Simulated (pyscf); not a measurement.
This saddle point was located with ωB97X-D3(BJ)/def2-SVP in PySCF.

```xyz
9

Ge    -1.1225    -0.7984    -0.2006
H     -1.1209     1.0416     0.1902
H     -0.1492    -1.9585    -0.4690
H     -2.3172    -0.8296    -1.1541
H     -1.5637    -0.9127     1.2683
B     -0.1326     1.1591    -0.5740
H      0.0807     0.1514    -1.2904
H     -0.5308     1.9663    -1.3822
H      0.8488     1.3544     0.1052
```

Surface: singlet, charge 0. Lowest wavenumbers (cm⁻¹): 294i, 177, 321, 489, 673.

**Question.** What reaction is this the transition state of?

**Answer.** `[GeH4]` + `[BH3]` ⇌ `[GeH4]` + `[BH3]`, a four-centre exchange read from left to right: Ge–H, B–H broken and Ge–H, B–H formed. At CCSD(T)/def2-TZVPP + ΔMP2(QZVPP) it lies -5.5 kcal/mol from the left side and -5.5 kcal/mol from the right (each side as separated species at their lowest minima found). On the reactant side the descent ends in an adduct with a B–Ge, B–H contact, 10.1 kcal/mol under the separated species and 2.4 kcal/mol under the saddle at ωB97X-D3(BJ)/def2-TZVP. On the product side the descent ends in an adduct with a B–Ge, B–H contact, 10.1 kcal/mol under the separated species and 2.4 kcal/mol under the saddle at ωB97X-D3(BJ)/def2-TZVP. At CCSD(T) the saddle lies under the separated reactants, which points to a path from their complex (located at ωB97X-D3(BJ) alone). At CCSD(T) the saddle lies under the separated products, which points to a path from their complex (located at ωB97X-D3(BJ) alone). What is counted as formed (B–H) is already present as a longer contact in the reactant adduct; forming that adduct is a step of its own. What is counted as broken (B–H) persists as a longer contact in the product adduct; parting that adduct is a step of its own. At ωB97X-D3(BJ) the barrier from the zero used here is -7.7 kcal/mol. One saddle was located; it need not be the lowest between these sides. The CCSD(T) − MP2 part came from Ansatz, without density fitting, on the same reference. The frozen core leaves the outer d or s,p core shells of the metals and heavy elements correlated in the MP2 and CC values, and def2-TZVPP describes them poorly, which can shift differences by a few kcal/mol. Elements up to Kr have no core potential and no relativistic terms here.
